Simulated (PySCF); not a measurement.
**One shape, several levels: SiNH4 (SMILES [NH][SiH3])**

We compute a comparison of 3 runs (UM06-2X/STO-3G, UPBE/STO-3G, UMP2/STO-3G) of SiNH4. 

The results are computed with PySCF 2.14.0.

2 further runs of the same task are left out: 2 set aside as unsound or not needed.

### Step 1. Starting point

SiNH4 has 6 atoms, charge 0, and is taken as a doublet. As SMILES, `[NH][SiH3]`. The Si2–H4 distance was set to 1.789 Å, away from the relaxed value.

Bond lengths: N1–Si2 1.753 Å, N1–H3 1.023 Å, Si2–H5 1.491 Å, Si2–H6 1.481 Å. Angles: N1–Si2–H5 109.1°, N1–Si2–H6 109.3°, Si2–N1–H3 111.9°, H5–Si2–H6 109.5°. A long bond or contact: Si2–H4 1.789 Å.

### Step 2. The energy at UM06-2X/STO-3G (run 1)

Contents of input.xyz:

```xyz
6

N      0.813458    -0.709232     1.064585
Si     0.017658     0.473568     0.045085
H      1.144158    -1.514732     0.527785
H     -1.310600    -0.282300    -0.885500
H      1.010858     1.037768    -0.913815
H     -0.526742     1.560768     0.891285
```

Contents of run.py:

```python
from pyscf import gto, dft

molecule = gto.Mole()
molecule.atom = 'input.xyz'
molecule.basis = 'sto-3g'
molecule.charge = 0
molecule.max_memory = 1860
molecule.spin = 1
molecule.verbose = 3
molecule.build()

mf = dft.UKS(molecule, xc='m06-2x')
mf.grids.level = 5
mf.conv_tol = 1e-10
mf.kernel()
if not mf.converged:
    mf = mf.newton().run(mf.mo_coeff, mf.mo_occ)

energy = mf.e_tot
print('E(%s) = %.9f' % ('M06-2X', energy))
```

On the command line:

```console
$ OMP_NUM_THREADS=1 python run.py
```

What it wrote:

```text
converged SCF energy = -342.444002797388  <S^2> = 0.75410943  2S+1 = 2.0041052
E(M06-2X) = -342.444002797
```

It took 8.4 s on 1 thread of Arm Neoverse V1, shared host; peak memory 0.21 GiB.

### Step 3. A single-point energy at UPBE/STO-3G (run 2)

Contents of geometry.xyz:

```xyz
6

N      0.813458    -0.709232     1.064585
Si     0.017658     0.473568     0.045085
H      1.144158    -1.514732     0.527785
H     -1.310600    -0.282300    -0.885500
H      1.010858     1.037768    -0.913815
H     -0.526742     1.560768     0.891285
```

Contents of job.py:

```python
from pyscf import gto, dft

mol = gto.M(
    atom='geometry.xyz',
    spin=1,
    verbose=3,
    charge=0,
    max_memory=1860,
    basis='sto-3g',
)

mf = dft.UKS(mol, xc='pbe')
mf.grids.level = 5
mf.conv_tol = 1e-10
mf.kernel()
if not mf.converged:
    mf = mf.newton().run(mf.mo_coeff, mf.mo_occ)

energy = mf.e_tot
print('Final energy', energy)
```

On the command line:

```console
$ OMP_NUM_THREADS=1 python job.py
```

What it wrote:

```text
converged SCF energy = -342.213636285508  <S^2> = 0.75260702  2S+1 = 2.0026053
Final energy -342.21363628550813
```

It took 5.4 s on 1 thread of Arm Neoverse V1, shared host; peak memory 0.2 GiB.

### Step 4. A single-point energy at UMP2/STO-3G (run 3)

Contents of job.py:

```python
from pyscf import gto, mp

mol = gto.M(
    atom='''
N      0.813458    -0.709232     1.064585
Si     0.017658     0.473568     0.045085
H      1.144158    -1.514732     0.527785
H     -1.310600    -0.282300    -0.885500
H      1.010858     1.037768    -0.913815
H     -0.526742     1.560768     0.891285
''',
    verbose=4,
    spin=1,
    max_memory=1860,
    basis='sto-3g',
)

myscf = mol.UHF()
myscf.conv_tol = 1e-10
myscf.kernel()
if not myscf.converged:
    myscf = myscf.newton().run(myscf.mo_coeff, myscf.mo_occ)

pt = mp.MP2(myscf, frozen=6).run()
etot = pt.e_tot
print('E(%s) = %.9f' % ('MP2', etot))
```

On the command line:

```console
$ OMP_NUM_THREADS=1 python job.py
```

What it wrote:

```text
PySCF version 2.14.0

[... 102 lines left out ...]
converged SCF energy = -341.580397661092  <S^2> = 0.76266368  2S+1 = 2.0126238
[... 1 line left out ...]
******** <class 'pyscf.mp.ump2.UMP2'> ********
nocc = (np.int64(7), np.int64(6)), nmo = (12, 12)
frozen orbitals 6
E(UMP2) = -341.655803334755  E_corr = -0.0754056736630345
E(SCS-UMP2) = -341.666776968205  E_corr = -0.086379307113672
E_corr(same-spin) = -0.0047394245561185
E_corr(oppo-spin) = -0.070666249106916
E(MP2) = -341.655803335
```

Wall time 0.86 s (1 thread of Arm Neoverse V1, shared host); peak memory 0.12 GiB.

### Step 5. Overview of the runs

| run | level | integration grid | frozen core orbitals | energy (Eh) | dipole moment (D) of the reference | HOMO energy (eV) | LUMO energy (eV) | wall time |
| --- | --- | --- | --- | --- | --- | --- | --- | --- |
| 1 | UM06-2X/STO-3G | 5 | – | -342.444003 | 1.37 | -5.75 | 2.33 | 8.4 s |
| 2 | UPBE/STO-3G | 5 | – | -342.213636 | 1.31 | -2.65 | -0.84 | 5.4 s |
| 3 | UMP2/STO-3G | – | 6 | -341.655803 | 1.42 | -8.15 | 7.82 | 0.86 s |

### Step 6. Results

```
                                                         quantity          value
                                              run 3: total energy  -341.65580 Eh
                      run 3: dipole moment (Hartree–Fock density)         1.42 D
run 3: HOMO energy (Hartree–Fock orbitals) (highest over α and β)       -8.15 eV
 run 3: LUMO energy (Hartree–Fock orbitals) (lowest over α and β)        7.82 eV
               run 3: correlation energy (6 core orbitals frozen)      -75.4 mEh
                         run 3: ⟨S²⟩ of the reference determinant          0.763
```

**Reading.** Totals of different functionals can't be ranked against each other. In runs 1, 2, 3 the basis is minimal, so the values are rough. All runs together took 15 s, the longest 8.4 s.
